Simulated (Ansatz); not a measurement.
Relaxation of BFH₄N (7 atoms, charge 0, multiplicity 2), to a largest force component of 0.03 eV/Å in at most 50 steps.

These are results of UKS revPBE-D4/cc-pVDZ in Ansatz, not measurements.

```xyz
7
Properties=species:S:1:pos:R:3
B -0.021 0.019 -0.094
F -0.042 0.087 1.240
H 1.064 0.064 -0.643
H -1.093 -0.087 -0.663
N 0.382 -0.311 3.662
H -0.648 -0.507 3.692
H 0.357 0.736 3.696
```

Q: Where does it end, and by what steps?

A: The forces met the threshold. After 15 steps the energy has fallen by 0.086 eV; F2 moved furthest, 0.53 Å.

| step | energy less start (eV) | largest force component (eV/Å) | accepted |
| --- | --- | --- | --- |
| 0 | 0.0000 | 0.514 | yes |
| 1 | -0.0445 | 0.634 | yes |
| 2 | -0.0657 | 0.221 | yes |
| 3 | -0.0747 | 0.156 | yes |
| 4 | -0.0794 | 0.204 | yes |
| 5 | -0.0801 | 0.187 | yes |
| 6 | -0.0749 | 0.474 | no |
| 7 | -0.0811 | 0.159 | yes |
| 8 | -0.0830 | 0.125 | yes |
| 9 | -0.0470 | 0.957 | no |
| 10 | -0.0844 | 0.053 | yes |
| 11 | -0.0847 | 0.056 | yes |
| 12 | -0.0848 | 0.054 | yes |
| 13 | -0.0643 | 0.813 | no |
| 14 | -0.0850 | 0.077 | yes |
| 15 | -0.0856 | 0.006 | yes |

```xyz
7
Properties=species:S:1:pos:R:3
B -0.077 0.054 -0.137
F -0.366 0.487 1.111
H 1.098 -0.012 -0.446
H -1.017 -0.234 -0.854
N 0.328 -0.324 4.075
H -0.585 -0.510 3.590
H 0.620 0.538 3.552
```

Run time: 27 s on 1 thread of Arm Neoverse V2 (shared host), peak memory 0.14 GiB.
